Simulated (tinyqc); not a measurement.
Worked calculation: Hueckel theory of the pi electrons, for the molecule [CH2-]N=CN (SMILES; centres numbered as the heavy atoms are written). One step of it, computed by the program tinyqc.

Problem. Energy, charges, bond orders. E = sum n x; q_r = z_r - P_rr; bond order p = P_rs; free valence = sqrt(3) - sum of p over the bonds of the atom.

x values: [2.063289, 1.377469, -0.178381, -1.262377]

occupations: [2.000000, 2.000000, 2.000000, 0.000000]

charge and bond-order matrix P, order 1C, 2N, 3C, 4N:
$$\begin{pmatrix}
1.526011 & 0.598352 & -0.580534 & 0.168126 \\
0.598352 & 1.244653 & 0.732853 & -0.212238 \\
-0.580534 & 0.732853 & 1.288970 & 0.205918 \\
0.168126 & -0.212238 & 0.205918 & 1.940365
\end{pmatrix}$$

Centres:
```
centre  z_r, pi electrons of the neutral centre         h
1C                                            1  0.000000
2N                                            1  0.500000
3C                                            1  0.000000
4N                                            2  1.500000
```

Bonds:
```
i  j         k
1  2         1
2  3  1.000000
3  4  0.800000
```

Give: pi energy = 6 alpha + this times beta; pi charges; Bond orders and lengths from R = 1.517 - 0.180 p; free valence of the carbons; gap between the highest filled and the next level.

Solution.

pi energy = 6 alpha + this times beta = 6.525

pi charges: 1C -0.526, 2N -0.245, 3C -0.289, 4N 0.060

Bond orders and lengths from R = 1.517 - 0.180 p (angstrom, C-C alone):
```
bond      p  R
1-2   0.598  -
2-3   0.733  -
3-4   0.206  -
```

free valence of the carbons: 1C 1.134, 3C 0.793

gap between the highest filled and the next level = 1.084 |beta|
